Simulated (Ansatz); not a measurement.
Relaxation of BH₈NSi (11 atoms, charge 0, multiplicity 1), to a largest force component of 0.015 eV/Å in at most 40 steps.

These are results of RKS B3LYP/def2-SVP in Ansatz, not measurements.

```xyz
11
Properties=species:S:1:pos:R:3:forces:R:3
B 0.445 1.249 0.106 -0.41 2.83 -1.07
N 0.348 -0.156 0.610 1.67 -2.74 0.57
Si -0.661 -1.173 -0.504 -0.80 0.62 0.14
H -0.630 1.765 0.044 -1.01 -0.05 0.06
H 1.052 1.953 0.819 0.93 0.42 1.01
H 0.896 1.351 -0.990 0.50 -0.51 -0.78
H 1.350 -0.533 0.662 -1.62 0.37 0.20
H -0.037 -0.152 1.558 0.15 -0.12 0.15
H -0.078 -1.115 -1.820 0.48 -0.07 -0.65
H -0.715 -2.518 0.041 0.07 -0.74 0.26
H -2.025 -0.588 -0.523 0.05 -0.01 0.11
```

Where does it end, and by what steps?

It converged. After 5 steps the energy has fallen by 0.476 eV; B1 moved furthest, 0.15 Å.

```
step  energy less start (eV)  largest force component (eV/Å)  accepted
   0                  0.0000                           2.829       yes
   1                 -0.3719                           1.678       yes
   2                 -0.2784                           1.409        no
   3                 -0.4682                           0.311       yes
   4                 -0.4739                           0.086       yes
   5                 -0.4755                           0.011       yes
```

```xyz
11
Properties=species:S:1:pos:R:3
B 0.443 1.400 0.072
N 0.344 -0.182 0.603
Si -0.687 -1.189 -0.506
H -0.712 1.803 0.048
H 1.140 1.979 0.892
H 0.953 1.336 -1.038
H 1.297 -0.550 0.677
H -0.026 -0.170 1.559
H -0.052 -1.153 -1.842
H -0.709 -2.584 0.022
H -2.048 -0.608 -0.483
```

Whether the end is a true minimum wasn't checked by a vibrational analysis.

The run took 22 s on 1 thread of Arm Neoverse V1 (shared host), peak memory 0.15 GiB.
